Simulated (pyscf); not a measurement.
**Elimination: `[O]=[Nb]([OH])([OH])[OH]` -> `[O]=[Nb](=[O])[OH]` + `[OH2]`**

Gas phase, singlet surface, charge 0. Bonds broken: Nb2–O3, O4–H6. Bonds formed: O3–H6. Optimised with ωB97X-D3(BJ)/def2-SVP in PySCF.

Transition state (Å):

```xyz
8

O      0.5893     1.4873     0.0039
Nb    -0.1532     0.0926     0.6313
O     -1.6437    -0.7473    -0.6213
O     -1.7279     0.4755     1.4029
O      1.0612    -1.0050     1.6086
H     -2.1159    -0.1656     0.3237
H     -1.9096    -0.3944    -1.4796
H      1.9965    -0.9647     1.8309
```

One imaginary mode, 1432i cm⁻¹; descent along it reached the two sides named, in the forms told below.

| bond | change | reactant side (Å) | saddle | product side |
|---|---|---|---|---|
| Nb2–O3 | breaks | 1.897 | 2.120 | 2.222 |
| O4–H6 | breaks | 0.962 | 1.314 | 3.0 |
| O3–H6 | forms | 3.6 | 1.206 | 0.969 |

Electronic energies relative to the reactant's lowest minimum found (kJ/mol):

```tsv
level	barrier	reaction energy	reverse barrier
ωB97X-D3(BJ)/def2-TZVP	213.9	+321.6	-107.7
PBE/def2-TZVP	187.3	+291.0	-103.7
r²SCAN/def2-TZVP	200.4	+313.1	-112.7
B3LYP-D3(BJ)/def2-TZVP	210.2	+311.6	-101.4
PBE0-D3(BJ)/def2-TZVP	204.0	+311.8	-107.8
M06-2X/def2-TZVP	213.7	+321.3	-107.6
ωB97M-D3(BJ)/def2-TZVP	212.5	+311.5	-99.0
```

With ωB97M-D3(BJ)/def2-TZVP energies and thermal terms (ideal gas, 1 atm, RRHO with modes under 100 cm⁻¹ raised to 100, one conformer, R ln 2 for chiral ones without a mode under 150 cm⁻¹), in kJ/mol:

```json
[
 {"T (K)": "298", "ΔH‡": "203.5", "ΔG‡": "204.8", "ΔH": "+309.0", "ΔG": "+262.6"},
 {"T (K)": "600", "ΔH‡": "199.2", "ΔG‡": "207.9", "ΔH": "+304.0", "ΔG": "+217.4"},
 {"T (K)": "900", "ΔH‡": "196.3", "ΔG‡": "212.9", "ΔH": "+298.4", "ΔG": "+175.3"},
 {"T (K)": "1200", "ΔH‡": "194.3", "ΔG‡": "218.8", "ΔH": "+293.0", "ΔG": "+135.1"}
]
```

On the reactant side the descent ends in a point that may be a rotor saddle (no frequency run), 8.5 kJ/mol over the lowest minimum found and 205.4 kJ/mol under the saddle at ωB97X-D3(BJ)/def2-TZVP. On the product side the descent ends in an adduct with a Nb–O contact, 161.3 kJ/mol under the separated species and 53.5 kJ/mol under the saddle at ωB97X-D3(BJ)/def2-TZVP. At ωB97X-D3(BJ)/def2-TZVP, PBE, r²SCAN, B3LYP-D3(BJ), PBE0-D3(BJ), M06-2X, ωB97M-D3(BJ) the saddle lies under the separated products, which points to a path from their complex (located at ωB97X-D3(BJ) alone), and parting the products costs more than the saddle. What is counted as broken (Nb–O) persists as a longer contact in the product adduct; parting that adduct is a step of its own. At the saddle there is also a short H–Nb contact that neither side keeps. This is the saddle that the search found; another between the same sides may lie lower. Elements past Kr carry the def2 core potentials, without spin-orbit coupling.
